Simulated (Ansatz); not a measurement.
# CH6AlO+: functionals against CCSD(T) at one geometry

Aim: energy, forces and dipole at a frame of a short trajectory, from CCSD(T) and from density functionals.

The runs use Ansatz 0.2.0, Gaussian basis; single points in def2-TZVPP.

Correlated methods freeze the cores.

1 further run of the same task is left out (it didn't finish).

### Step 1. Where the work starts

SMILES `[OH2+][CH2][AlH2]`, 9 atoms, charge 1, spin multiplicity 1.

Atoms are counted from 1 here; the program's logs count them from 0.

Bond lengths: O1–C2 1.452 Å, O1–H4 0.974 Å, O1–H5 0.978 Å, C2–Al3 1.948 Å, C2–H6 1.061 Å, C2–H7 1.116 Å, Al3–H8 1.571 Å, Al3–H9 1.626 Å. Angles: C2–O1–H4 121.3°, C2–O1–H5 110.9°, H4–O1–H5 113.3°, O1–C2–Al3 112.1°, O1–C2–H6 107.7°, O1–C2–H7 104.4°, Al3–C2–H6 113.2°, Al3–C2–H7 112.4°, H6–C2–H7 106.4°, C2–Al3–H8 122.2°, C2–Al3–H9 107.0°, H8–Al3–H9 129.4°.

As a file:

```xyz
9
charge 1, multiplicity 1
O     0.1314    0.2441   -1.3884
C     0.6673    0.4051   -0.0481
Al   -0.2582   -0.7140    1.2503
H     0.1598    0.9722   -2.0351
H    -0.7290   -0.2196   -1.3660
H     0.6340    1.4387    0.1906
H     1.7464    0.1388   -0.1463
H     0.1368   -0.7354    2.7711
H    -1.6032   -1.2709    0.5265
```

### Step 2. PBE-D4/def2-TZVPP

Contents of run/in.yaml:

```yaml
crystal:
  periodic: [false, false, false]
  atoms:
    - {symbol: O, position_ang: [0.131441, 0.244071, -1.388402]}
    - {symbol: C, position_ang: [0.667258, 0.405092, -0.048115]}
    - {symbol: Al, position_ang: [-0.258233, -0.714022, 1.250322]}
    - {symbol: H, position_ang: [0.159818, 0.972212, -2.035058]}
    - {symbol: H, position_ang: [-0.729024, -0.219573, -1.365956]}
    - {symbol: H, position_ang: [0.634036, 1.438734, 0.190608]}
    - {symbol: H, position_ang: [1.746371, 0.138772, -0.146336]}
    - {symbol: H, position_ang: [0.136829, -0.735389, 2.771089]}
    - {symbol: H, position_ang: [-1.603233, -1.270908, 0.526523]}
basis:
  gaussian: {orbitals: def2-TZVPP}
total_charge: 1
hamiltonian: {xc: pbe, dispersion: d4}
output: {forces: true}
```

The run is started by

```bash
$ ansatz run in.yaml --threads 2 --pin off --events-out ev --progress --plain --max-ram 3481MiB
```

The program printed (excerpt; [...] marks lines left out):

```text
Functional definition: PBE
  name "PBE"
  cite "Perdew, Burke & Ernzerhof, Phys. Rev. Lett. 77, 3865 (1996) doi:10.1103/PhysRevLett.77.3865"
  parent pbe
[...]
954 factors; their error is unknown
[...]
mean field -9763.68605473 eV, -358.8088444471 hartree, gradient 1.5e-5 eV, S^2 0.000000; 0 other end points of the search recorded, 0 dependent functions left out
[...]
reference -9763.68609684 eV, -358.8088459948 hartree; 16, 16 occupied and 172, 172 virtual orbitals, 954 factors
Total energy: -9763.78435919 eV, -358.8124570696 hartree
Atom 0 at     0.131441     0.244071    -1.388402 Å, force    -0.540628    -0.712564    -1.059641 eV/Å
Atom 1 at     0.667258     0.405092    -0.048115 Å, force     2.079244    -0.514622     0.368587 eV/Å
Atom 2 at    -0.258233    -0.714022     1.250322 Å, force    -1.053283    -0.455889     0.706098 eV/Å
Atom 3 at     0.159818     0.972212    -2.035058 Å, force     0.027392     0.325465    -0.098478 eV/Å
Atom 4 at    -0.729024    -0.219573    -1.365956 Å, force    -0.484112    -0.100218    -0.242426 eV/Å
Atom 5 at     0.634036     1.438734     0.190608 Å, force    -0.124309     1.310858     0.382160 eV/Å
Atom 6 at     1.746371     0.138772    -0.146336 Å, force    -0.414450     0.141564     0.068440 eV/Å
Atom 7 at     0.136829    -0.735389     2.771089 Å, force     0.143229    -0.050642    -0.046513 eV/Å
Atom 8 at    -1.603233    -1.270908     0.526523 Å, force     0.366916     0.056049    -0.078227 eV/Å
Dipole moment:     0.025187     0.355362    -0.742530 e Å
```

It took 2 s on 2 threads of Arm Neoverse V2, shared host; peak memory 0.18 GiB.

### Step 3. r2SCAN-D4/def2-TZVPP

Edit run/in.yaml of step 2 so:

```diff
@@ -15,3 +15,3 @@
 total_charge: 1
-hamiltonian: {xc: pbe, dispersion: d4}
+hamiltonian: {xc: r2scan, dispersion: d4}
 output: {forces: true}
```

The run is started by

```bash
$ ansatz run in.yaml --threads 2 --pin off --events-out ev --progress --plain --max-ram 3481MiB
```

The program printed (excerpt; [...] marks lines left out):

```text
Functional definition: r2SCAN
  name "r2SCAN"
  cite "Furness, Kaplan, Ning, Perdew & Sun, J. Phys. Chem. Lett. 11, 8208 (2020) doi:10.1021/acs.jpclett.0c02405"
  cite "Furness, Kaplan, Ning, Perdew & Sun, J. Phys. Chem. Lett. 11, 9248 (2020) doi:10.1021/acs.jpclett.0c03077"
  parent r2scan
[...]
954 factors; their error is unknown
[...]
mean field -9768.79322640 eV, -358.9965295444 hartree, gradient 2.6e-5 eV, S^2 0.000000; 0 other end points of the search recorded, 0 dependent functions left out
[...]
reference -9768.79323945 eV, -358.9965300238 hartree; 16, 16 occupied and 172, 172 virtual orbitals, 954 factors
Total energy: -9768.81620872 eV, -358.9973741292 hartree
Atom 0 at     0.131441     0.244071    -1.388402 Å, force    -0.901200    -0.614545    -1.243478 eV/Å
Atom 1 at     0.667258     0.405092    -0.048115 Å, force     2.241522    -0.446786     0.510608 eV/Å
Atom 2 at    -0.258233    -0.714022     1.250322 Å, force    -1.117787    -0.446090     0.708319 eV/Å
Atom 3 at     0.159818     0.972212    -2.035058 Å, force     0.021925     0.025323     0.173208 eV/Å
Atom 4 at    -0.729024    -0.219573    -1.365956 Å, force    -0.098334     0.121858    -0.285995 eV/Å
Atom 5 at     0.634036     1.438734     0.190608 Å, force    -0.120382     1.082965     0.287949 eV/Å
Atom 6 at     1.746371     0.138772    -0.146336 Å, force    -0.651965     0.213190     0.062221 eV/Å
Atom 7 at     0.136829    -0.735389     2.771089 Å, force     0.113689    -0.044409    -0.212714 eV/Å
Atom 8 at    -1.603233    -1.270908     0.526523 Å, force     0.512532     0.108494    -0.000119 eV/Å
Dipole moment:     0.032996     0.363396    -0.761759 e Å
```

Run time: 4 s. Hardware: 2 threads of Arm Neoverse V2, shared host; peak memory 0.2 GiB.

### Step 4. PBE0-D4/def2-TZVPP

Edit run/in.yaml of step 3 so:

```diff
@@ -15,3 +15,3 @@
 total_charge: 1
-hamiltonian: {xc: r2scan, dispersion: d4}
-output: {forces: true}
+hamiltonian: {xc: pbe0, dispersion: d4}
+output: {forces: true, orbitals: {seedname: orbitals}}
```

The run is started by

```bash
$ ansatz run in.yaml --threads 2 --pin off --events-out ev --progress --plain --max-ram 3481MiB
```

The program printed (excerpt; [...] marks lines left out):

```text
Functional definition: PBE0
  name "PBE0"
  cite "Adamo & Barone, J. Chem. Phys. 110, 6158 (1999) doi:10.1063/1.478522"
[... 2 set-up lines as earlier in the session ...]
[...]
985 factors; their error is unknown
[...]
mean field -9764.63135286 eV, -358.8435835128 hartree, gradient 1.7e-5 eV, S^2 0.000000; 0 other end points of the search recorded, 0 dependent functions left out
[...]
reference -9764.63138441 eV, -358.8435846723 hartree; 16, 16 occupied and 172, 172 virtual orbitals, 985 factors
Total energy: -9764.71318169 eV, -358.8465906669 hartree
Atom 0 at     0.131441     0.244071    -1.388402 Å, force    -0.897290    -0.545089    -0.997875 eV/Å
Atom 1 at     0.667258     0.405092    -0.048115 Å, force     2.179835    -0.449243     0.146951 eV/Å
Atom 2 at    -0.258233    -0.714022     1.250322 Å, force    -1.111779    -0.442269     0.702611 eV/Å
Atom 3 at     0.159818     0.972212    -2.035058 Å, force     0.024359    -0.061451     0.250993 eV/Å
Atom 4 at    -0.729024    -0.219573    -1.365956 Å, force     0.004858     0.164161    -0.284081 eV/Å
Atom 5 at     0.634036     1.438734     0.190608 Å, force    -0.133752     1.082521     0.303211 eV/Å
Atom 6 at     1.746371     0.138772    -0.146336 Å, force    -0.675280     0.200513     0.077686 eV/Å
Atom 7 at     0.136829    -0.735389     2.771089 Å, force     0.117787    -0.048804    -0.188163 eV/Å
Atom 8 at    -1.603233    -1.270908     0.526523 Å, force     0.491260     0.099662    -0.011334 eV/Å
Dipole moment:     0.030917     0.363295    -0.758542 e Å
```

Wall time 2.8 s (2 threads of Arm Neoverse V2, shared host); peak memory 0.36 GiB.

### Step 5. wB97M-V/def2-TZVPP

Edit run/in.yaml of step 4 so:

```diff
@@ -15,3 +15,3 @@
 total_charge: 1
-hamiltonian: {xc: pbe0, dispersion: d4}
-output: {forces: true, orbitals: {seedname: orbitals}}
+hamiltonian: {xc: {name: wB97M-V}}
+output: {forces: true}
```

The run is started by

```bash
$ ansatz run in.yaml --threads 2 --pin off --events-out ev --progress --plain --max-ram 3481MiB
```

The program printed (excerpt; [...] marks lines left out):

```text
Functional definition: wB97M-V
  name "wB97M-V"
  cite "Mardirossian & Head-Gordon, J. Chem. Phys. 144, 214110 (2016) doi:10.1063/1.4952647"
  cite "Becke, J. Chem. Phys. 107, 8554 (1997) doi:10.1063/1.475007"
  cite "Vydrov & Van Voorhis, J. Chem. Phys. 133, 244103 (2010) doi:10.1063/1.3521275"
  # Of w^i u^j: cxij and so on, Table III.
[...]
  gx(w, u) = 1 - cx + cx01*u + cx10*w
  gss(w, u) = css00 + css04*u^4 + css10*w + css20*w^2 + css43*w^4*u^3
  gos(w, u) = cos00 + cos10*w + (cos20 + cos21*u)*w^2 + (cos60 + cos61*u)*w^6
[...]
      + integral(e_c_pw_mod_opposite_spin*gos(b97_w_opposite, b97_u_opposite)) + vv10(b, c)
957 factors; their error is unknown
255 factors; integrals over basis functions are off by at most 1.4e-5 eV
[...]
Total energy: -9769.36843764 eV, -359.0176681675 hartree
Atom 0 at     0.131441     0.244071    -1.388402 Å, force    -0.995239    -0.581975    -1.215591 eV/Å
Atom 1 at     0.667258     0.405092    -0.048115 Å, force     2.339539    -0.367184     0.436284 eV/Å
Atom 2 at    -0.258233    -0.714022     1.250322 Å, force    -1.184666    -0.500004     0.838132 eV/Å
Atom 3 at     0.159818     0.972212    -2.035058 Å, force     0.024522    -0.042819     0.224571 eV/Å
Atom 4 at    -0.729024    -0.219573    -1.365956 Å, force    -0.017415     0.155934    -0.317463 eV/Å
Atom 5 at     0.634036     1.438734     0.190608 Å, force    -0.127934     1.001187     0.277356 eV/Å
Atom 6 at     1.746371     0.138772    -0.146336 Å, force    -0.739744     0.218334     0.084805 eV/Å
Atom 7 at     0.136829    -0.735389     2.771089 Å, force     0.073637    -0.043731    -0.374749 eV/Å
Atom 8 at    -1.603233    -1.270908     0.526523 Å, force     0.627298     0.160260     0.046656 eV/Å
Dipole moment:     0.034750     0.365625    -0.762379 e Å
```

It took 8.5 s on 2 threads of Arm Neoverse V2, shared host; peak memory 0.46 GiB.

### Step 6. CCSD(T)/def2-TZVPP

Edit run/in.yaml of step 5 so:

```diff
@@ -15,3 +15,3 @@
 total_charge: 1
-hamiltonian: {xc: {name: wB97M-V}}
+correlation: {method: ccsd_t}
 output: {forces: true}
```

The run is started by

```bash
$ ansatz run in.yaml --threads 2 --pin off --events-out ev --progress --plain --max-ram 3481MiB
```

The program printed (excerpt; [...] marks lines left out):

```text
Functional definition: HF
  name "HF"
  cite "Fock, Z. Phys. 61, 126 (1930) doi:10.1007/BF01340294"
[... 1 set-up line as earlier in the session ...]
[...]
1102 factors; integrals over basis functions are off by at most 1.5e-3 eV
[...]
mean field -9738.76169456 eV, -357.8928911054 hartree, gradient 1.7e-6 eV, S^2 0.000000; 0 other end points of the search recorded, 0 dependent functions left out
7 core orbitals not correlated: weight in the atoms' cores, before any rotation towards them, 1.000 or more for the frozen orbitals, at most 0.000 for the correlated occupied ones
reference -9738.76169456 eV, -357.8928911054 hartree; 9, 9 occupied and 172, 172 virtual orbitals, 1102 factors
second order -13.37772228 eV of doubles, -0.00000000 eV of singles
cycle   1  -13.92981746 eV  change   -5.5e-1 eV  update   7.2e-2
[...]
cycle  10  -14.34729078 eV  change    4.6e-6 eV  update   4.3e-6
perturbative correction -0.44372033 eV, -0.0163064215 hartree
[...]
working
working
working
working
working
Total energy: -9753.55270568 eV, -358.4364507382 hartree
Atom 0 at     0.131441     0.244071    -1.388402 Å, force    -0.986663    -0.681841    -1.346294 eV/Å
Atom 1 at     0.667258     0.405092    -0.048115 Å, force     2.392001    -0.293129     0.437880 eV/Å
Atom 2 at    -0.258233    -0.714022     1.250322 Å, force    -1.261632    -0.579223     0.875340 eV/Å
Atom 3 at     0.159818     0.972212    -2.035058 Å, force    -0.016513    -0.049695     0.269622 eV/Å
Atom 4 at    -0.729024    -0.219573    -1.365956 Å, force     0.027549     0.248510    -0.325753 eV/Å
Atom 5 at     0.634036     1.438734     0.190608 Å, force    -0.133881     1.065814     0.265862 eV/Å
Atom 6 at     1.746371     0.138772    -0.146336 Å, force    -0.688860     0.217007     0.047779 eV/Å
Atom 7 at     0.136829    -0.735389     2.771089 Å, force     0.110837    -0.048616    -0.248539 eV/Å
Atom 8 at    -1.603233    -1.270908     0.526523 Å, force     0.557162     0.121171     0.024102 eV/Å
Dipole moment:     0.035448     0.364932    -0.768298 e Å
```

Wall time 5.7 min (2 threads of Arm Neoverse V2, shared host); peak memory 2 GiB.

### Step 7. Side by side

```
   method  RMS force component (eV/Å)  RMS error against CCSD(T) (eV/Å)  angle to CCSD(T) forces (°)
   PBE-D4                       0.642                             0.231                         18.0
r2SCAN-D4                       0.677                             0.085                          5.6
  PBE0-D4                       0.646                             0.121                          7.4
  wB97M-V                       0.705                             0.060                          4.4
  CCSD(T)                       0.729                         reference                    reference
```

Energy less the free neutral atoms in their ground states at the same level (atoms from separate runs):

Differences are taken before rounding.

```
      method                    rung  energy less atoms (kJ/mol)  from CCSD(T) (kJ/mol)
      PBE-D4                     GGA                     -2051.8                  -73.4
   r2SCAN-D4                meta-GGA                     -2036.5                  -58.1
     PBE0-D4                  hybrid                     -2014.8                  -36.5
     wB97M-V  range-separated hybrid                     -2053.2                  -74.9
Hartree-Fock            wavefunction                     -1343.0                 +635.3
         MP2            wavefunction                     -1994.8                  -16.4
        CCSD            wavefunction                     -1951.4                  +27.0
     CCSD(T)            wavefunction                     -1978.4                      0
```

What each level took, beside its miss in the forces (shared host):

```
   method     time  RMS force error (eV/Å)
   PBE-D4      2 s                   0.231
r2SCAN-D4      4 s                   0.085
  PBE0-D4    2.8 s                   0.121
  wB97M-V    8.5 s                   0.060
  CCSD(T)  5.7 min                       0
```

### Step 8. What came out

| quantity | value |
| --- | --- |
| energy less free atoms, CCSD(T)/def2-TZVPP | -1978.4 kJ/mol |
| RMS force component | 0.642 to 0.729 eV/Å over the methods |
| RMS force error | PBE-D4 0.231, r2SCAN-D4 0.085, PBE0-D4 0.121, wB97M-V 0.060 eV/Å |
| HOMO and LUMO, PBE0-D4 | -13.31 and -6.08 eV |
| T1 diagnostic | 0.009 |

What this shows: Against CCSD(T) the functionals' energies less atoms differ by -74.9 to -36.5 kJ/mol, PBE-D4 by -73.4 kJ/mol. The reference is not at the basis limit: in triple zeta CCSD(T) underbinds, which counts against methods that bind more; the gaps are no ranking. On forces the order runs from wB97M-V to PBE-D4. Frozen-core CCSD(T) forces in triple zeta carry basis errors of their own, and this is one geometry, so small gaps rank nothing.
